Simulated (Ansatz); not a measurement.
Compare A (`OC1(F)CC1`) with its isomer B (`C/C=C(\O)F`).

Isolated molecules relaxed with PBE0-D4/def2-TZVP in Ansatz; ΔE leaves out vibrations. CCSD(T)/CBS adds triple-zeta CCSD(T) − MP2 to the extrapolated MP2 energy (def2 sets, frozen cores). Functionals use def2-TZVPP. B3LYP here is the variant with VWN-RPA as its local correlation; programs differ in this. Each species was taken in one conformer, which may not be the lowest.

A:

```xyz
10

O    -0.120   -0.641    1.588
C    -0.112    0.238    0.550
F    -0.497    1.493    0.937
C     0.964    0.148   -0.447
C    -0.485   -0.161   -0.827
H    -1.035   -0.841    1.814
H     1.381    1.077   -0.811
H     1.652   -0.683   -0.363
H    -0.747   -1.197   -1.000
H    -1.001    0.567   -1.440
```

B:

```xyz
10

C     1.143    0.287   -0.753
C    -0.276   -0.147   -0.623
C    -0.906   -0.268    0.532
O    -0.382   -0.075    1.748
F    -2.193   -0.640    0.601
H     1.231    1.155   -1.413
H     1.565    0.556    0.216
H     1.765   -0.505   -1.181
H    -0.847   -0.398   -1.508
H    -1.100    0.035    2.380
```

**Question.** Which isomer does CCSD(T)/CBS put lower? Give the gap. (Best estimate.)

**Answer.** The calculation gave: B, by 9.8 kcal/mol.

**Question.** Give E(B) − E(A) in kcal/mol with B3LYP-D4, CCSD/def2-TZVPP, B3LYP, CCSD(T)/def2-TZVPP, r2SCAN-D4, PBE0-D4, MP2/def2-TZVPP. (Best estimate.)

**Answer.** Computed: B3LYP-D4 -12.1, CCSD/def2-TZVPP -9.1, B3LYP -12.2, CCSD(T)/def2-TZVPP -9.5, r2SCAN-D4 -9.6, PBE0-D4 -7.9, MP2/def2-TZVPP -8.2. None reverses the order clearly.

Largest T1 diagnostic: 0.011.

In def2-TZVPP, CCSD(T) changes the Hartree–Fock value by +1.6 kcal/mol (the triples alone add −0.4 kcal/mol) and MP2 by +2.9 kcal/mol. From PBE to PBE0 (25 % exact exchange), in def2-TZVPP and without D4, E(B) − E(A) moves by +1.9 kcal/mol.
